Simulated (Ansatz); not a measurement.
Input for Ansatz (development build ahead of 0.2.0):

```yaml
crystal:
  periodic: [false, false, false]
  atoms:
    - { symbol: Mg, position_ang: [0.0, 0.0, 0.0] }
    - { symbol: F, position_ang: [0.0, 2.4846, 1.4345] }
    - { symbol: F, position_ang: [0.0, -2.4846, 1.4345] }
basis:
  gaussian: { orbitals: pcseg-2 }
magnetization:
  spin_polarized: true
  initial_magnetization: 2
hamiltonian:
  xc: { name: wB97X }
```

The input is written out in the form of the current development build from the run's settings.

The run gave:

```
Converged                       : yes
Total energy                    : -399.61944 hartree
Spin squared of the determinant : 2.022
Stability test                  : minimum
```

Caution: other spin multiplicities may lie lower.
